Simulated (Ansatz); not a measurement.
# BCCD(T)/STO-3G run of BH5O (B(H2O)H3)

What is the energy change on altering one bond length of BH5O (B(H2O)H3) at BCCD(T)/STO-3G? 

Program for the calculation: Ansatz 0.2.0.

53 further runs of the same task are left out: 53 set aside as unsound or not needed.

## (1) The system as given

The species is BH5O (7 atoms), meant as a singlet with charge 0. As SMILES, `[H]B([H])([H])<-O`. The coordinates come from a GFN2-xTB relaxation.

Bond lengths: B1–O2 1.700 Å, O2–H3 0.963 Å, O2–H4 0.962 Å, B1–H5 1.182 Å, B1–H6 1.191 Å, B1–H7 1.182 Å. Angles: B1–O2–H3 102.2°, B1–O2–H4 102.2°, O2–B1–H5 103.7°, O2–B1–H6 104.3°, O2–B1–H7 103.7°, H3–O2–H4 109.6°, H5–B1–H6 114.2°, H5–B1–H7 114.8°, H6–B1–H7 114.2°.

## (2) A single-point energy at BCCD(T)/STO-3G

Input file job.yaml:

```yaml
crystal:
  periodic: [false, false, false]
  atoms:
    - symbol: B
      position_ang: [0.067800, -0.111690, -0.668890]
    - symbol: O
      position_ang: [0.100820, -0.146640, 1.030730]
    - symbol: H
      position_ang: [-0.836060, -0.142600, 1.252490]
    - symbol: H
      position_ang: [0.486320, 0.708910, 1.244780]
    - symbol: H
      position_ang: [1.210120, -0.068530, -0.970290]
    - symbol: H
      position_ang: [-0.544260, 0.876330, -0.930190]
    - symbol: H
      position_ang: [-0.484730, -1.115770, -0.958620]
basis:
  gaussian:
    orbitals: STO-3G
correlation:
  method: bccd_t
  frozen_orbitals: {B: 1, H: 0, O: 1}
accuracy: high
scf:
  omitted_lower_state_checks: [cluster_reference, increment]
```

On the command line:

```sh
$ ansatz run job.yaml --threads 1 --pin off --max-ram 2610MiB --events-out events.jsonl --progress --plain --runs-dir runs
```

What it wrote, shortened:

```text
Warning: RAYON_NUM_THREADS=1 ignored (pool sized by the plan → 1); use --threads N
Functional definition: HF
  name "HF"
[...]
251 factors; integrals over basis functions are off by at most 5.0e-8 eV
[...]
mean field -2750.90524247 eV, -101.0939030302 hartree, gradient 8.9e-9 eV, S^2 0.000000; 0 other end points of the search recorded, 0 dependent functions left out
2 core orbitals not correlated: weight in the atoms' cores, before any rotation towards them, 1.000 or more for the frozen orbitals, at most 0.000 for the correlated occupied ones
reference -2750.90524247 eV, -101.0939030302 hartree; 7, 7 occupied and 6, 6 virtual orbitals, 251 factors
second order -2.34524486 eV of doubles, -0.00000000 eV of singles
cycle   1  -2.86910414 eV  change   -5.2e-1 eV  update   5.5e-2
[...]
cycle  17  -3.12404210 eV  change   6.6e-11 eV  update  8.0e-10
perturbative correction -0.03252034 eV, -0.0011951004 hartree
Total energy: -2754.06180491 eV, -101.2099045602 hartree
Checks for a lower state left out: cluster_reference, increment
```

Run time: 0.12 s. Hardware: 1 thread of Arm Neoverse V2, shared host.

## (3) The distorted shape

Input file job.yaml:

```yaml
crystal:
  periodic: [false, false, false]
  atoms:
    - {symbol: B, position_ang: [-0.028568, -0.325563, -0.722399]}
    - {symbol: O, position_ang: [0.004452, -0.360513, 0.977221]}
    - {symbol: H, position_ang: [-0.932428, -0.356473, 1.198981]}
    - {symbol: H, position_ang: [0.486320, 0.708910, 1.244780]}
    - {symbol: H, position_ang: [1.113752, -0.282403, -1.023799]}
    - {symbol: H, position_ang: [-0.640628, 0.662457, -0.983699]}
    - {symbol: H, position_ang: [-0.581098, -1.329643, -1.012129]}
basis:
  gaussian:
    orbitals: STO-3G
correlation:
  method: bccd_t
  frozen_orbitals: {B: 1, H: 0, O: 1}
accuracy: high
scf:
  omitted_lower_state_checks: [cluster_reference, increment]
```

On the command line:

```sh
$ ansatz run job.yaml --threads 1 --pin off --max-ram 2610MiB --events-out events.jsonl --progress --plain --runs-dir runs
```

What it wrote, shortened:

```text
Warning: RAYON_NUM_THREADS=1 ignored (pool sized by the plan → 1); use --threads N
Functional definition: HF
  name "HF"
[...]
251 factors; integrals over basis functions are off by at most 5.0e-8 eV
[...]
mean field -2749.83972723 eV, -101.0547460675 hartree, gradient 9.0e-9 eV, S^2 0.000000; 0 other end points of the search recorded, 0 dependent functions left out
2 core orbitals not correlated: weight in the atoms' cores, before any rotation towards them, 1.000 or more for the frozen orbitals, at most 0.000 for the correlated occupied ones
reference -2749.83972723 eV, -101.0547460675 hartree; 7, 7 occupied and 6, 6 virtual orbitals, 251 factors
second order -2.69156671 eV of doubles, -0.00000000 eV of singles
cycle   1  -3.28194118 eV  change   -5.9e-1 eV  update   6.4e-2
[...]
cycle  20  -3.60774645 eV  change  -7.8e-10 eV  update   1.2e-9
perturbative correction -0.04152206 eV, -0.0015259075 hartree
Total energy: -2753.48899575 eV, -101.1888542118 hartree
Checks for a lower state left out: cluster_reference, increment
```

Run time: 0.12 s. Hardware: 1 thread of Arm Neoverse V2, shared host.

## (4) Outcome

At BCCD(T)/STO-3G, 2 core orbitals frozen:

| quantity | value |
| --- | --- |
| first shape: total energy | -101.20990 Eh |
| first shape: correlation energy (2 core orbitals frozen) | -116.0 mEh |
| first shape: (T) correction | -1.20 mEh |
| distorted shape: total energy | -101.18885 Eh |
| distorted shape: correlation energy (2 core orbitals frozen) | -134.1 mEh |
| distorted shape: (T) correction | -1.53 mEh |
| energy change with the O2–H4 bond stretched from 0.962 to 1.203 Å | 0.573 eV |

What this shows: With the O2–H4 bond stretched from 0.962 to 1.203 Å the energy rises by 0.57 eV (13.2 kcal/mol). The first shape isn't relaxed at this level, so the change isn't measured from a minimum. The minimal basis adds a large error of its own. The triples (first shape) make up 1.0 % of the correlation energy. The triples (distorted shape) make up 1.1 % of the correlation energy.
